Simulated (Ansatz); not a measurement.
Chalcopyrite CuGaSe2, treated with r²SCAN (plane waves, PAW; Ansatz, a quantum-chemistry and plane-wave program).

Settings: plane-wave cutoff 500 eV, 10×10×10 k mesh, Fermi–Dirac smearing 0.05 eV, no spin polarisation, scalar-relativistic PAW data made under PBE.

Computed at the level's own relaxed cell.

Q: Give the computed equilibrium volume per atom, lattice constant a, c axis length and band gap.

A: 
- equilibrium volume per atom = 21.82 Å³/atom
- lattice constant a = 5.609 Å
- c axis length = 11.095 Å
- band gap = 0.56 eV (on the SCF k mesh)

Measured, for comparison: band gap 1.67 eV (temperature not stated, no zero-point or thermal correction, direct or pseudo-direct at Γ; as tabulated in Ghosh et al. (2024), arXiv:2401.16805); lattice constant a 5.619 Å (293 K, no zero-point or thermal correction, our sources range from 5.596 to 5.619; as tabulated in Souilah et al., J. Solid State Chem. 183, 2274 (2010), by the Crystallography …); lattice parameter c 11.026 Å (293 K, no zero-point or thermal correction; as tabulated in Souilah et al., J. Solid State Chem. 183, 2274 (2010), by the Crystallography …). Computed (rounded) less measured: lattice constant a -0.2 % (inside the range of the sources held), lattice parameter c +0.6 %.

Spin–orbit coupling is not included.

Static lattice: no zero-point or thermal effects.

Cost on a shared machine: very roughly 19 core-minutes.
